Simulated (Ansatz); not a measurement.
**C2H2O (singlet): wave-function methods side by side, cc-pVDZ**

The task here is to estimate one member of a computed series from the others.

Computed with Ansatz 0.2.0, Gaussian basis. Level: cc-pVDZ, core rule «outside noble gas», up to 3 orbitals frozen.

To be run: UHF; CCSD(T) on RHF; BCCD(T) on RHF; CISD; CCSDT(Q) on RHF; CASSCF and NEVPT2, 14 electrons in 13 orbitals.

18 further runs of the same task are left out: 1 that didn't finish, 17 set aside as unsound or not needed.

### What is computed

The geometry is an MP2(full)/6-31G* stationary point (not a proven minimum).

5 atoms, charge 0, spin multiplicity 1.

Atoms are counted from 1 here; the program's logs count them from 0.

Bond lengths: C1–C2 1.318 Å, C1–H3 1.080 Å, C1–H4 1.080 Å, C2–O5 1.180 Å. Angles: C2–C1–H3 119.6°, C2–C1–H4 119.6°, H3–C1–H4 120.7°, C1–C2–O5 180.0°.

The first run:

Input file in.yaml:

```yaml
crystal:
  periodic: [false, false, false]
  atoms:
    - {symbol: C, position_ang: [0.000000, 0.000000, -1.301788]}
    - {symbol: C, position_ang: [0.000000, 0.000000, 0.016472]}
    - {symbol: H, position_ang: [0.000000, 0.938847, -1.835672]}
    - {symbol: H, position_ang: [0.000000, -0.938847, -1.835672]}
    - {symbol: O, position_ang: [0.000000, 0.000000, 1.196172]}
basis:
  gaussian: {orbitals: cc-pVDZ}
magnetization: {spin_polarized: true, initial_magnetization: 0}
hamiltonian: {xc: hf}
output: {orbitals: {seedname: orbitals}}
```

Run with:

```console
ansatz run in.yaml --threads 1 --pin off --events-out ev --progress --plain --max-ram 4096MiB --backend cpu
```

Among the steps run: UHF; CCSD(T) on RHF; BCCD(T) on RHF; CISD; CCSDT(Q) on RHF; CASSCF and NEVPT2, 14 electrons in 13 orbitals.

One of the session's tables, all rows but one given; the rest of the session is left out.

It belongs to the step «Misses and costs». 

```
        method  from RCCSDT(Q) (meV)
           RHF              +12902.4
          RMP2                +948.7
          CISD               +1824.7
         RCCSD                +539.7
      RCCSD(T)                     ?
       BCCD(T)                 +59.5
        RCCSDT                 +45.6
     RCCSDT(Q)                     0
CASSCF valence               +7677.3
NEVPT2 valence               +1324.7
```

Q: Estimate the row for RCCSD(T) from the others.

As computed: from RCCSDT(Q) (meV): +64.9. In the column «from RCCSDT(Q) (meV)» it lies between BCCD(T) (+59.5) and RCCSD (+539.7).

With the free atoms at the same levels and basis (separate runs), the atomisation energy is 21.275 eV at RCCSDT(Q), 21.233 eV at RCCSD(T), 15.619 eV at RHF.
